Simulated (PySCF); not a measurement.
Compound: P₃H₅.
Numbering: `[PH2:1][PH:2][PH2:3]` (hydrogens: H4, H5 on P1; H6 on P2; H7, H8 on P3)

Computed by this run: PBE0-D3(BJ)/def2-SVP geometry optimisation, gas phase in PySCF; density fitting, grid level 1; the optimiser is geomeTRIC in internal coordinates, started from a GFN2-xTB structure with every atom displaced at random (about 0.01 Å).

Step 0: E = -27928.1672 eV
```
atom  x, y, z in Å  |  force x, y, z in eV/Å
P1      1.6766    0.0072   -0.5210   -0.393   0.136  -1.677
P2     -0.0236   -0.3131    0.8084   -0.079   0.706   1.181
P3     -1.6040   -0.1715   -0.6920    0.616  -0.471  -1.575
H4      1.6233    1.4222   -0.3915   -0.032   0.195  -0.049
H5      2.5871   -0.0826    0.4917    1.083  -0.170   1.178
H6      0.0693   -1.6960    0.7096    0.047  -0.964  -0.059
H7     -1.6975    1.2122   -0.5458   -0.113   0.811   0.028
H8     -2.5762   -0.3976    0.2436   -1.130  -0.244   0.974
```

Q: Estimate the geometry and energy of step 1. (The exact step hangs on the optimiser's Hessian estimate; all steps are aligned on step 0, rigid shifts and turns removed.)

A: E = -27928.3445 eV, largest force 0.380 eV/Å
```
atom  x, y, z in Å  |  force x, y, z in eV/Å
P1      1.7090    0.0142   -0.5420    0.303   0.054   0.208
P2     -0.0190   -0.3201    0.8426    0.024  -0.242   0.143
P3     -1.6217   -0.1693   -0.7133   -0.287   0.115   0.204
H4      1.6420    1.4420   -0.4232   -0.012  -0.065  -0.001
H5      2.6803   -0.0785    0.5312   -0.248   0.020  -0.286
H6      0.0732   -1.7556    0.7125   -0.025   0.236   0.014
H7     -1.7391    1.2582   -0.5630    0.009  -0.181  -0.023
H8     -2.6695   -0.4100    0.2582    0.236   0.064  -0.257
```

The energy changes by -0.1773 eV. The first-order estimate −F·Δx gives -0.4534 eV and the mean of the old and new forces, exact on a quadratic surface, -0.1910 eV. The step makes an angle of 49° with the force vector and moves no atom by more than 0.101 Å.

What follows is the cost of the whole optimisation. On one thread of an Arm Neoverse V2, no GPU, shared host with 96 logical CPUs at a one-minute load of 38, this took 7.5 s and 0.35 GiB of memory at its peak.
